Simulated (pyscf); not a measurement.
H₃C–AlH–NH₂ (SMILES [CH3][AlH][NH2]) + H₂ (SMILES [H][H]) → H₃C–AlH₂ (SMILES [CH3][AlH2]) + NH₃ (SMILES N), a four-centre exchange (singlet surface; Al–N, H–H broken, Al–H, H–N formed). Structures and frequencies: ωB97X-D3(BJ)/def2-SVP in PySCF. Energies in kJ/mol from the separated reactants.

Small-basis levels: PySCF, no dispersion term, spherical d functions. 

Question: Quick B3LYP/6-31G* single points give ΔE‡ = 94.5 kJ/mol and ΔE = +80.2 kJ/mol. What does ωB97M-D3(BJ)/def2-TZVP give, and how far is the quick result from it?

Answer: ωB97M-D3(BJ)/def2-TZVP gives ΔE‡ = 86.4 kJ/mol and ΔE = +80.8 kJ/mol. B3LYP/6-31G* lies 8.1 kJ/mol over it in the barrier and 0.6 kJ/mol under it in the reaction energy, so on this step it holds to within 12.6 kJ/mol. ωB97M-D3(BJ)/def2-TZVP has limits of its own. On the product side the descent ends in an adduct with a Al–N contact, 127.9 kJ/mol under the separated species and 128.3 kJ/mol under the saddle at ωB97X-D3(BJ)/def2-TZVP. What is counted as broken (Al–N) persists as a longer contact in the product adduct; parting that adduct is a step of its own. At the saddle there is also a short Al–H contact that neither side keeps. One saddle was located; it need not be the lowest between these sides.
